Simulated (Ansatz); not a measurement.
# BeH+ (singlet): from Hartree-Fock to the top rungs at distance Be1–H2 = 1.327 Å, cc-pVQZ

An exercise on one series of results from a longer session: the logs are not shown, and one member is left open.

The runs use Ansatz 0.2.0, Gaussian basis; cc-pVQZ, core rule «outside noble gas», up to 1 orbitals frozen.

The runs, in order: UHF; CCSD(T) on RHF; BCCD(T) on RHF; Full CI.

41 further runs of the same task are left out: 21 for a known fault of the program, 15 that didn't finish, 5 set aside as unsound or not needed. Runs told in other sessions of the task aren't counted.

### The geometry

The geometry derives from a PBE0/def2-TZVP stationary point (not a proven minimum). One bond is set to the value named and the two fragments are kept rigid.

2 atoms, charge 1, spin multiplicity 1.

Atoms are counted from 1 here; the program's logs count them from 0.

Bond lengths: Be1–H2 1.327 Å.

Set-up of the first run:

in.yaml

```yaml
crystal:
  periodic: [false, false, false]
  atoms:
    - {symbol: Be, position_ang: [0.000000, 0.000000, 0.000000]}
    - {symbol: H, position_ang: [0.000000, 0.000000, 1.327000]}
basis:
  gaussian: {orbitals: cc-pVQZ}
total_charge: 1
magnetization: {spin_polarized: true, initial_magnetization: 0}
hamiltonian: {xc: hf}
output: {orbitals: {seedname: orbitals}}
```

Launch:

```sh
> ansatz run in.yaml --threads 1 --pin off --events-out ev --progress --plain --max-ram 2393MiB
```

Steps of the session up to this table: UHF; CCSD(T) on RHF; BCCD(T) on RHF; Full CI.

One of the session's tables, all rows but one given; the rest of the session is left out.

| method | from FCI (kJ/mol) |
| --- | --- |
| RHF | +104.2 |
| RMP2 | ? |
| RCCSD | 0.0 |
| RCCSD(T) | 0.0 |
| BCCD(T) | 0.0 |
| FCI | 0 |

Estimate the missing values for RMP2.

As computed: from FCI (kJ/mol): +21.7. In the column «from FCI (kJ/mol)» it lies between FCI (0) and RHF (+104.2).
